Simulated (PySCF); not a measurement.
# Protonation sites of cyanoacetylene

Molecule: cyanoacetylene, `C#CC#N` (C3HN). Optimised structure (Å), atoms numbered from 1:
```
C    -1.2806   -0.1714    0.0042
C    -0.0788   -0.0099    0.0176
C     1.2859    0.1732    0.0328
N     2.4375    0.3279    0.0457
H    -2.3469   -0.3149   -0.0074
```

These are calculated values, ωB97X-D3(BJ)/def2-TZVP in PySCF (grid level 2) at geometries from PBE0-D3(BJ)/def2-SVP. Thermal corrections: PBE0-D3(BJ)/def2-SVP frequencies, unscaled, ideal gas at 298.15 K and 1 bar, quasi-RRHO entropy.

```jsonl
{"site": "N4 (nitrile nitrogen)", "product": "C#CC#[NH+]", "PA / kcal/mol": "181.7", "GB / kcal/mol": "174.3"}
```

PA is −ΔH and GB is −ΔG of B + H⁺ → BH⁺ in the gas phase. Sites whose products fell apart, merged with another or lost in a GFN2-xTB screen aren't listed.

In ethanol the product from N4 is solvated 56.2 kcal/mol more strongly than the parent (electrostatics only).

Measured values (NIST Chemistry WebBook, evaluated or the median of agreeing entries): proton affinity (−ΔH) 751 kJ/mol (computed 760, difference 9); gas-phase basicity (−ΔG) 720 kJ/mol (computed 729, difference 9).

Run with `OMP_NUM_THREADS=1 python redox_run.py task.json out` on 1 thread of Arm Neoverse V1, a shared host. Structures, frequencies and single points: 57 s of wall time.
